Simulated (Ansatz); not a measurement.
One stationary structure of Cu. Space group Fm-3m (No. 225), fcc (Cu type). All values below come from PBE (plane waves to 420 eV, PAW, scalar-relativistic; Ansatz, a quantum-chemistry and plane-wave program).

```cif
data_Cu4
_chemical_formula_sum 'Cu4'
_space_group_name_H-M_alt 'Fm-3m'
_space_group_IT_number 225
_space_group_name_Hall '-F 4 2 3'
_cell_length_a 3.62968
_cell_length_b 3.62968
_cell_length_c 3.62968
_cell_angle_alpha 90.000
_cell_angle_beta 90.000
_cell_angle_gamma 90.000
loop_
_atom_site_label
_atom_site_type_symbol
_atom_site_symmetry_multiplicity
_atom_site_Wyckoff_symbol
_atom_site_fract_x
_atom_site_fract_y
_atom_site_fract_z
_atom_site_occupancy
Cu1 Cu 4 a 0.00000 0.00000 0.00000 1
```
(The calculation used a cell of 1 atom; values per cell refer to that cell.)

```json
{
 "volume_per_atom": "11.95 Å³",
 "band_gap": "no gap (metallic)",
 "shortest_distances": "Cu–Cu 2.57 Å",
 "k-mesh": "22×22×22"
}
```

No spin polarisation in the result.

Measured for Cu: a 3.595 Å (static lattice; corrected from measurement; as listed in Gábor I. Csonka et al., Physical Review B (2009)). Computed minus measured — a: PBE +1.0 %. The computed values are for a static lattice.

The run could not lose the symmetry of its start.
